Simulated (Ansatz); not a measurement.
Born–Oppenheimer molecular dynamics of C2H7N + FH (12 atoms, charge 0, multiplicity 1). It starts from a relaxed structure.

Method: Ansatz, UKS CAM-B3LYP-D4/STO-3G.

| Quantity | Value |
| --- | --- |
| ensemble | NVT, Langevin thermostat |
| time step | 0.5 fs |
| steps asked | 220 |
| set temperature | 2000 K |
| friction | 0.001 /fs |
| masses | H 2.014 u |
| seed | 624215 |

Frames 5 fs apart, positions in Å, forces in eV/Å.

Velocities at 20.0 fs (Å/ps):

```
F -4.41 -1.14 -1.88
H 37.46 1.75 32.63
C 1.80 -4.12 -3.00
N 0.61 2.01 -9.76
C 11.52 11.91 11.07
H -2.10 -18.07 23.51
H 0.36 -31.85 -24.31
H -30.42 -14.09 24.51
H -9.10 30.69 -16.93
H -10.09 -19.01 13.94
H 1.37 2.86 -38.25
H -16.42 13.94 8.76
```

```xyz
12
Properties=species:S:1:pos:R:3:forces:R:3 time_fs=20.0 energy_less_start_eV=1.544 T=951
F 0.233 1.637 -1.802 0.16 0.12 -0.16
H 0.600 1.083 -2.539 -0.10 0.03 0.14
C -1.135 0.416 0.365 1.71 0.61 1.72
N 0.068 -0.139 1.123 1.49 -1.42 1.02
C 0.934 -1.249 0.317 -1.77 5.06 1.12
H -1.839 0.941 1.099 0.45 -1.58 -0.78
H -1.494 -0.487 -0.168 -0.79 1.09 -0.20
H -0.744 1.262 -0.222 -0.44 -0.51 -1.54
H 0.748 0.652 1.365 -0.63 -0.35 -0.56
H 0.190 -2.102 0.431 1.75 0.40 -1.59
H 1.883 -1.326 0.884 -0.59 -0.80 0.23
H 1.270 -0.637 -0.623 -1.24 -2.65 0.60
12
Properties=species:S:1:pos:R:3:forces:R:3 time_fs=25.0 energy_less_start_eV=0.900 T=1357
F 0.211 1.633 -1.810 0.22 -0.01 -0.22
H 0.800 1.062 -2.373 -0.21 0.13 0.20
C -1.129 0.379 0.371 -0.25 -2.14 -0.36
N 0.085 -0.130 1.087 1.52 0.83 2.17
C 0.953 -1.159 0.368 -3.28 -0.25 0.46
H -1.833 0.757 1.149 -0.11 -0.69 -0.42
H -1.519 -0.514 -0.252 0.03 1.96 1.06
H -0.886 1.245 -0.244 0.17 0.09 -1.14
H 0.665 0.753 1.244 -0.04 -0.89 -0.01
H 0.279 -2.110 0.405 1.82 1.58 -0.89
H 1.943 -1.352 0.775 0.08 0.04 1.17
H 1.148 -0.711 -0.587 0.04 -0.65 -2.03
12
Properties=species:S:1:pos:R:3:forces:R:3 time_fs=30.0 energy_less_start_eV=1.496 T=981
F 0.192 1.628 -1.823 0.93 -0.55 -0.49
H 0.953 1.053 -2.167 -1.00 0.67 0.50
C -1.120 0.317 0.375 0.31 3.04 -0.71
N 0.120 -0.120 1.086 -1.81 1.62 1.66
C 0.929 -1.061 0.413 4.95 -1.46 -4.15
H -1.849 0.496 1.153 -0.68 0.80 0.44
H -1.557 -0.388 -0.244 -0.87 -2.85 -1.65
H -1.020 1.244 -0.367 0.44 -1.92 2.02
H 0.582 0.791 1.121 1.59 0.81 0.64
H 0.522 -2.008 0.298 -2.30 -2.85 0.95
H 2.000 -1.367 0.800 -2.33 1.85 -0.26
H 1.019 -0.891 -0.715 0.76 0.85 1.03
12
Properties=species:S:1:pos:R:3:forces:R:3 time_fs=35.0 energy_less_start_eV=1.583 T=872
F 0.174 1.629 -1.844 -0.35 0.25 0.05
H 1.002 1.101 -1.897 0.27 -0.21 0.00
C -1.116 0.288 0.368 -4.35 -4.78 1.04
N 0.130 -0.085 1.117 -0.09 2.44 0.00
C 0.970 -1.009 0.386 -2.93 -5.11 -4.70
H -1.916 0.320 1.173 0.75 1.19 -1.04
H -1.626 -0.489 -0.338 1.97 0.43 1.51
H -1.080 1.088 -0.302 0.71 2.91 -1.02
H 0.636 0.871 1.075 0.02 -1.18 0.48
H 0.564 -2.103 0.311 -0.32 1.90 1.62
H 1.876 -1.204 0.847 3.16 0.46 0.96
H 0.974 -0.977 -0.755 1.16 1.70 1.09
12
Properties=species:S:1:pos:R:3:forces:R:3 time_fs=40.0 energy_less_start_eV=0.925 T=1323
F 0.152 1.634 -1.869 1.63 -0.91 0.61
H 1.026 1.151 -1.615 -1.71 0.97 -0.53
C -1.177 0.201 0.372 1.71 2.69 -1.15
N 0.129 -0.028 1.144 0.16 -2.76 -2.05
C 0.984 -1.049 0.297 0.84 0.52 6.28
H -1.928 0.282 1.117 -1.52 0.65 1.00
H -1.501 -0.579 -0.308 0.48 -0.89 -0.21
H -1.070 1.157 -0.268 -0.43 -1.41 0.92
H 0.715 0.834 1.074 -0.16 0.87 -0.24
H 0.553 -2.049 0.482 0.07 0.13 -0.23
H 1.973 -0.981 0.926 -1.53 -0.56 -2.29
H 1.063 -0.884 -0.740 0.46 0.70 -2.11
12
Properties=species:S:1:pos:R:3:forces:R:3 time_fs=45.0 energy_less_start_eV=1.458 T=967
F 0.141 1.630 -1.891 -0.22 0.10 0.02
H 0.908 1.289 -1.372 0.19 -0.03 0.04
C -1.223 0.152 0.371 1.47 2.51 0.64
N 0.127 -0.008 1.138 0.95 -2.20 -1.55
C 1.012 -1.073 0.295 0.08 5.25 0.75
H -2.073 0.319 1.103 0.85 -0.78 -0.77
H -1.317 -0.738 -0.294 -0.57 0.79 0.36
H -1.098 1.143 -0.178 -0.67 -1.51 -0.34
H 0.767 0.849 1.050 -1.31 0.20 -0.27
H 0.544 -1.987 0.643 0.37 -1.18 -1.17
H 1.969 -0.832 0.809 0.05 -1.32 -0.37
H 1.199 -0.732 -0.844 -1.20 -1.82 2.66
12
Properties=species:S:1:pos:R:3:forces:R:3 time_fs=50.0 energy_less_start_eV=1.377 T=1061
F 0.132 1.617 -1.908 0.46 -0.12 0.68
H 0.758 1.453 -1.139 -0.42 0.18 -0.68
C -1.229 0.144 0.382 1.03 -3.17 0.81
N 0.132 -0.020 1.108 0.76 0.39 -0.28
C 1.032 -1.009 0.314 -2.31 -0.13 2.11
H -2.151 0.267 1.022 1.18 -0.91 0.00
H -1.213 -0.804 -0.275 -1.22 2.01 0.75
H -1.178 1.046 -0.140 -0.02 1.92 -2.36
H 0.680 0.905 1.009 -0.97 -0.48 0.12
H 0.580 -2.030 0.669 1.65 1.68 -1.84
H 2.024 -0.811 0.655 1.34 -0.59 1.65
H 1.224 -0.757 -0.735 -1.48 -0.79 -0.97
12
Properties=species:S:1:pos:R:3:forces:R:3 time_fs=55.0 energy_less_start_eV=1.295 T=1047
F 0.127 1.605 -1.914 0.63 0.06 1.60
H 0.555 1.632 -0.985 -0.51 0.03 -1.63
C -1.221 0.103 0.396 2.01 3.67 -2.21
N 0.138 -0.034 1.069 -2.16 1.59 1.55
C 1.023 -0.936 0.367 4.82 -0.35 -0.92
H -2.124 0.116 0.951 -1.00 0.03 2.02
H -1.254 -0.724 -0.224 -0.73 -2.34 -2.24
H -1.249 1.083 -0.293 0.07 -2.60 1.53
H 0.486 0.936 0.977 1.06 0.53 0.39
H 0.771 -1.960 0.515 -0.70 -1.50 0.81
H 2.172 -0.851 0.663 -3.00 0.18 0.05
H 1.094 -0.873 -0.719 -0.48 0.71 -0.93
12
Properties=species:S:1:pos:R:3:forces:R:3 time_fs=60.0 energy_less_start_eV=1.730 T=808
F 0.131 1.596 -1.903 -0.21 -0.17 -0.67
H 0.322 1.810 -0.969 0.33 0.27 0.61
C -1.197 0.108 0.374 -3.73 -5.95 -0.92
N 0.105 -0.024 1.056 -0.25 2.48 1.48
C 1.087 -0.885 0.396 -4.03 -3.36 -6.41
H -2.130 -0.026 1.060 1.98 1.01 -0.77
H -1.376 -0.802 -0.341 0.70 1.44 1.44
H -1.323 0.902 -0.323 0.01 1.92 -0.46
H 0.393 1.001 0.985 1.15 -0.96 0.59
H 0.901 -1.987 0.442 -0.96 0.51 1.53
H 2.065 -0.869 0.697 3.59 1.52 1.03
H 0.925 -0.902 -0.798 1.41 1.29 2.55
12
Properties=species:S:1:pos:R:3:forces:R:3 time_fs=65.0 energy_less_start_eV=1.236 T=1028
F 0.134 1.586 -1.888 -0.08 0.76 1.86
H 0.110 1.984 -0.938 0.21 -0.63 -1.92
C -1.225 0.037 0.334 -0.70 0.06 -1.29
N 0.065 0.020 1.063 1.85 -2.11 -0.06
C 1.111 -0.893 0.328 0.15 -0.82 5.64
H -1.963 -0.052 1.114 -1.30 0.55 0.27
H -1.421 -0.789 -0.356 0.69 -0.89 0.32
H -1.395 0.881 -0.372 0.04 0.29 0.94
H 0.428 0.998 1.070 0.47 0.33 -0.24
H 0.918 -1.993 0.526 -0.39 1.25 0.27
H 2.161 -0.747 0.797 -1.78 0.45 -1.74
H 0.893 -0.786 -0.668 0.85 0.77 -4.05
12
Properties=species:S:1:pos:R:3:forces:R:3 time_fs=70.0 energy_less_start_eV=1.342 T=933
F 0.137 1.589 -1.862 0.20 -0.46 -0.66
H -0.071 2.088 -1.051 -0.05 0.54 0.60
C -1.262 -0.024 0.285 0.71 4.55 1.27
N 0.059 0.036 1.070 2.06 -2.52 -1.01
C 1.115 -0.908 0.325 0.03 5.38 0.20
H -1.906 0.002 1.169 -1.45 -0.28 -0.68
H -1.410 -0.863 -0.360 0.19 -1.38 -0.33
H -1.451 0.929 -0.356 0.27 -1.78 1.12
H 0.515 1.000 1.132 -0.82 -0.28 -0.86
H 0.862 -1.901 0.655 -0.04 -1.19 -0.56
H 2.152 -0.579 0.740 -1.84 -0.96 -1.04
H 0.998 -0.599 -0.799 0.74 -1.62 1.95
12
Properties=species:S:1:pos:R:3:forces:R:3 time_fs=75.0 energy_less_start_eV=1.614 T=788
F 0.142 1.585 -1.839 -0.29 0.52 0.58
H -0.244 2.225 -1.166 0.39 -0.44 -0.63
C -1.283 -0.025 0.261 0.86 -3.44 3.66
N 0.086 0.015 1.069 -0.49 -0.07 -1.19
C 1.109 -0.837 0.339 -3.74 -0.07 -2.02
H -2.024 0.022 1.137 0.47 -0.71 -1.64
H -1.371 -1.032 -0.382 0.18 2.86 1.80
H -1.478 0.847 -0.278 -0.12 1.97 -2.09
H 0.534 0.990 1.105 -1.12 -0.30 -0.62
H 0.825 -1.869 0.730 1.26 0.84 -1.65
H 2.029 -0.472 0.596 3.69 0.44 2.15
H 1.177 -0.580 -0.800 -1.08 -1.59 1.65
```

Of the whole run (110 fs, mean temperature of the second half 959 K): The mean temperature of the second half is 52 % below the set value. A run of 0.11 ps of so small a system gives no equilibrium averages. Limits of this set-up: minimal basis.

Time of the run: 11 min on 1 CPU thread of a shared host.
